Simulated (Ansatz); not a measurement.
We consider hcp Tl, described by rVV10 (plane waves, PAW; Ansatz, a first-principles code).

Run with plane-wave cutoff 520 eV, 18×18×10 k mesh (along the axes of the cell as run), Fermi–Dirac smearing 0.05 eV, scalar-relativistic PAW data made under PBE.

Properties against volume:

Shape and atoms are relaxed at each volume.

```json
[
 {"V (Å³/atom)": "30.037", "P (GPa)": "1.40", "c (Å)": "5.592", "a (Å)": "3.522"},
 {"V (Å³/atom)": "30.663", "P (GPa)": "0.66", "c (Å)": "5.621", "a (Å)": "3.549"},
 {"V (Å³/atom)": "31.289", "P (GPa)": "0.01", "c (Å)": "5.650", "a (Å)": "3.576"},
 {"V (Å³/atom)": "31.915", "P (GPa)": "-0.56", "c (Å)": "5.677", "a (Å)": "3.603"},
 {"V (Å³/atom)": "32.540", "P (GPa)": "-1.07", "c (Å)": "5.702", "a (Å)": "3.630"}
]
```

Note: the bulk modulus comes from volumes at which shape and atoms were relaxed.
